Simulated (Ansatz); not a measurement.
[SiH5]- (SiH₅⁻), relaxed as a singlet with RKS PBE0-D4/def2-TZVPD in Ansatz, starting from the GFN2-xTB geometry. Force threshold 0.02 eV/Å.

The highest occupied level of the charge -1 singlet lies above zero (up to 0.11 eV). By energy differences its removal costs 2.03 eV (vertical, to the charge 0 doublet, at PBE0-D4/def2-TZVPD); a positive level beside a positive removal energy at the same level points to self-interaction error.

Start:

```xyz
6

Si   -0.0008    0.0006   -0.0011
H    -0.6175    0.8907   -1.2309
H     0.6201   -0.8924    1.2318
H     1.2768   -0.1546   -0.7539
H    -1.0955   -0.9977   -0.1730
H    -0.1831    1.1533    0.9270
```

| step | energy (eV) | largest force component (eV/Å) | SCF passes |
| --- | --- | --- | --- |
| 1 | -7954.4779 | 0.549 | 21 |
| 2 | -7954.5035 | 0.205 | 24 |
| 3 | -7954.5105 | 0.024 | 24 |
| 4 | -7954.5106 | 0.001 | 20 |

Force components are those of the run's own axes.

End:

```
atom   x (Å)   y (Å)   z (Å)
 Si1   0.000   0.000   0.000
  H2  -0.611   0.881  -1.217
  H3   0.611  -0.881   1.217
  H4   1.312  -0.160  -0.775
  H5  -1.125  -1.026  -0.178
  H6  -0.188   1.185   0.953
```

By distances, no bond broke or formed. The bond that changes most is Si1–H4, from 1.49 to 1.53 Å (atoms count from 1).

No frequencies were taken in this run, so the end may be a saddle point.

Hardware: 4 threads of Arm Neoverse V2 on a shared host. Wall time 1.6 s.
